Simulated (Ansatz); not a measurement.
**Si–AsH$_{2}$⁺, quintet: reading a ladder of total energies**

Geometry: that of the Si–AsH2, quartet, kept fixed. The triplet lies 3.2 eV lower here.

```yaml
atoms:
  - { symbol: Si, position_ang: [0.0386, 0.0000, 1.7775] }
  - { symbol: As, position_ang: [-0.0412, 0.0000, -0.6421] }
  - { symbol: H, position_ang: [0.9933, 1.0941, -0.9003] }
  - { symbol: H, position_ang: [0.9933, -1.0941, -0.9003] }
```

Basis cc-pVDZ; Ansatz 0.2.0. Correlated methods freeze the noble-gas cores and the filled d shells of p-block atoms, which leaves 10 electrons in 36 orbitals. Prefix R: restricted or restricted open-shell reference; prefix U: unrestricted. No spin–orbit coupling is included, and no scalar relativity.

Full CI isn't at hand for all of this; UCCSDT(Q) serves as the reference, and is uncertain by the last step of the cluster series or more.

UCCSD has a T1 diagnostic of 0.030 and a largest doubles amplitude of 0.05.

Runs differ by some tens of microhartree through their thresholds and, for an open shell, their frozen cores, so steps under 0.03 kcal/mol mean nothing.

Here the R and U totals at CCSDT(Q) differ by 0.13 kcal/mol, a measure of how far such totals hang on the determinant and its frozen core.

```json
{"level": "UHF", "total energy (hartree)": "-2523.830989"}
{"level": "UMP2", "total energy (hartree)": "-2523.956125"}
{"level": "UCCSD", "total energy (hartree)": "-2523.989804"}
{"level": "UCCSD(T)", "total energy (hartree)": "-2523.994848"}
{"level": "UCCSDT", "total energy (hartree)": "-2523.996257"}
{"level": "UCCSDT(Q)", "total energy (hartree)": "-2523.996513"}
```

What is the correlation energy at UCCSDT(Q), and what share of it do UMP2 and UCCSDT recover?

E(corr) = -2523.996513 − (-2523.830989) = -0.165524 hartree = -4.504 eV. UMP2: -0.125136 / -0.165524 = 75.60 %. UCCSDT: -0.165268 / -0.165524 = 99.85 %.

By how many kcal/mol does UCCSD(T) miss UCCSDT(Q) (1 hartree = 627.509 kcal/mol), and which steps make up the rest?

-2523.994848 − (-2523.996513) = 0.001665 hartree = 1.04 kcal/mol. Steps: UCCSDT − UCCSD(T) = -0.88, UCCSDT(Q) − UCCSDT = -0.16 kcal/mol. Differences between like states or geometries often cancel part of this.
